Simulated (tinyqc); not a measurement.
RHF in the sto-6g basis, for H2O, spin multiplicity 1, step by step. One step of it, computed by the program tinyqc.

Problem. Iteration 2: DIIS coefficients. Solve [B -1; -1 0][c; lambda] = [0; -1] for the coefficients, which sum to one.

B (overlaps of the stored error matrices):
```
,1,2
1,9.4074210e+02,7.5618579e+00
2,7.5618579e+00,2.5333906e+00
```

Give: DIIS coefficients.

Solution.

DIIS coefficients: -0.005  1.005
